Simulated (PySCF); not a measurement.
# NaCl₂−, a complex of two parts: interaction energy

One table from this session's results is given with a row withheld; the runs are named, their logs left out.

Programs: PySCF 2.14.0. All values are calculated, for the isolated system unless a continuum is named. Atoms count from 0, parts from 1.

## The system as given

3 atoms, charge -1, multiplicity 1; geometry: GFN2-xTB. Parts: 1 = atoms 0–1, `[Na][Cl]`, charge 0; 2 = atom 2, `[Cl-]`, charge -1.

The first run:

Job settings and geometry (Å):

```
{"job": {"xc": "PBE0", "basis": "def2-TZVPD", "d3": "d3bj", "grid": 3, "kind": "geom", "shake": 0.01}, "charge": -1, "multiplicity": 1, "parts": [{"atoms": "0-1", "charge": 0, "multiplicity": 1}, {"atoms": "2-2", "charge": -1, "multiplicity": 1}]}
Na     1.026968    -0.184798    -0.280765
Cl    -1.206347     0.537506    -0.039537
Cl     3.194556    -0.863699    -0.540677
```

Run with:

```console
$ OMP_NUM_THREADS=1 python cluster_run.py task.json out
```

One launch serves the whole session: the jobs run in the order shown.

Steps of the session up to this table: Relaxing the molecule at PBE0-D3(BJ)/def2-TZVPD; Coupled-cluster interaction energy: CCSD(T) and MP2, 2.49 Å; Coupled-cluster interaction energy: CCSD(T) and MP2, 2.62 Å; Coupled-cluster interaction energy: CCSD(T) and MP2, 2.74 Å; Coupled-cluster interaction energy: CCSD(T) and MP2, 2.37 Å; Coupled-cluster interaction energy: CCSD(T) and MP2, 3.12 Å; Coupled-cluster interaction energy: CCSD(T) and MP2, 2.24 Å; Coupled-cluster interaction energy: CCSD(T) and MP2, 3.74 Å; Coupled-cluster interaction energy: CCSD(T) and MP2, 4.98 Å.

One of the session's tables, all rows but one given; the rest of the session is left out.

It belongs to the step «Coupled-cluster interaction energy: CCSD(T) and MP2, 4.98 Å». 

| method | interaction energy (kcal/mol) |
| --- | --- |
| HF/aug-cc-pVDZ | -20.18 |
| MP2/aug-cc-pVDZ | -20.09 |
| CCSD/aug-cc-pVDZ | -20.09 |
| CCSD(T)/aug-cc-pVDZ | ? |
| HF/aug-cc-pVQZ | -20.02 |
| MP2/aug-cc-pVQZ | -19.94 |
| SCS-MP2/aug-cc-pVQZ | -19.93 |
| MP2, extrapolated | -19.94 |
| CCSD(T), limit estimate | -19.91 |

Q: Estimate the row for CCSD(T)/aug-cc-pVDZ from the others.

The run gave: interaction energy (kcal/mol): -20.06. In the column «interaction energy (kcal/mol)» it lies between CCSD/aug-cc-pVDZ (-20.09) and HF/aug-cc-pVQZ (-20.02).
